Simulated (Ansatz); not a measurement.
# C₂H₃NS: ionisation energy by level of theory

The task here is to estimate one member of a computed series from the others.

The runs use Ansatz 0.2.0, Gaussian basis; unrestricted cation, the program's frozen cores in correlated methods.

The runs, in order: UKS PBE-D4/def2-TZVPP; UKS r2SCAN-D4/def2-TZVPP; UKS PBE0-D4/def2-TZVPP; UKS B3LYP-D4/def2-TZVPP; UKS wB97X-V/def2-TZVPP; UKS wB97M-V/def2-TZVPP; UKS B2PLYP/def2-TZVPP; UHF-CCSD(T)/def2-TZVPP; UHF-MP2/def2-QZVPP; extrapolation to the limit; then −ε(HOMO) from the neutral's earlier runs with LDA (SPW92), PBE-D4, revPBE-D4, BLYP-D4, r2SCAN-D4, B97M-V, PBE0-D4, B3LYP-D4, r2SCANh-D4, r2SCAN0-D4, HSE06-D4, BHLYP-D4, CAM-B3LYP-D4, LC-ωPBE, ωB97X-V, ωB97M-V.

**Structure used throughout**

The geometry comes from an earlier relaxation with PBE0-D4 in a triple-zeta def2 set; it is a stationary point, not always the lowest conformer.

SMILES `CSC#N`, 7 atoms, charge 0, spin multiplicity 1.

Atoms are counted from 1 here; the program's logs count them from 0.

Bond lengths: C1–S2 1.809 Å, C1–H5 1.088 Å, C1–H6 1.090 Å, C1–H7 1.088 Å, S2–C3 1.680 Å, C3–N4 1.156 Å. Angles: S2–C1–H5 110.5°, S2–C1–H6 105.3°, S2–C1–H7 110.5°, H5–C1–H6 109.7°, H5–C1–H7 111.0°, H6–C1–H7 109.7°, C1–S2–C3 99.5°, S2–C3–N4 178.4°.

Set-up of the first run:

in.yaml reads:

```yaml
crystal:
  periodic: [false, false, false]
  atoms:
    - {symbol: C, position_ang: [-0.605077, 0.701595, -0.225643]}
    - {symbol: S, position_ang: [0.744941, 0.348855, 0.926058]}
    - {symbol: C, position_ang: [1.122604, -1.213608, 0.439020]}
    - {symbol: N, position_ang: [1.404951, -2.289624, 0.125892]}
    - {symbol: H, position_ang: [-0.249127, 0.662032, -1.252954]}
    - {symbol: H, position_ang: [-0.928607, 1.715091, 0.012756]}
    - {symbol: H, position_ang: [-1.428486, 0.007559, -0.070928]}
basis:
  gaussian: {orbitals: def2-TZVPP}
total_charge: 1
magnetization: {spin_polarized: true, initial_magnetization: 1}
hamiltonian: {xc: pbe, dispersion: d4}
```

Command:

```bash
$ ansatz run in.yaml --threads 2 --pin off --events-out ev --progress --plain --max-ram 4352MiB
```

Steps of the session up to this table: Cation, UKS PBE-D4/def2-TZVPP; Cation, UKS r2SCAN-D4/def2-TZVPP; Cation, UKS PBE0-D4/def2-TZVPP; Cation, UKS B3LYP-D4/def2-TZVPP; Cation, UKS wB97X-V/def2-TZVPP; Cation, UKS wB97M-V/def2-TZVPP; Cation, UKS B2PLYP (frozen core)/def2-TZVPP; Cation, UHF-CCSD(T)/def2-TZVPP; Cation, UHF-MP2/def2-QZVPP.

One table of the session follows, with a row left open; its other results are not shown here.

Orbital estimates, from the neutral's runs:

| functional | −ε(HOMO) (eV) |
| --- | --- |
| LDA (SPW92) | 6.59 |
| PBE-D4 | 6.44 |
| revPBE-D4 | 6.39 |
| BLYP-D4 | 6.30 |
| r2SCAN-D4 | 6.69 |
| B97M-V | 6.74 |
| PBE0-D4 | 7.65 |
| B3LYP-D4 | 7.43 |
| r2SCANh-D4 | 7.14 |
| r2SCAN0-D4 | 7.82 |
| HSE06-D4 | ? |
| BHLYP-D4 | 8.74 |
| CAM-B3LYP-D4 | 8.97 |
| LC-ωPBE | 10.33 |
| ωB97X-V | 9.95 |
| ωB97M-V | 9.79 |

Q: Estimate the row for HSE06-D4 from the others.

**Answer.** −ε(HOMO) (eV): 7.26. In the column «−ε(HOMO) (eV)» it lies between r2SCANh-D4 (7.14) and B3LYP-D4 (7.43).
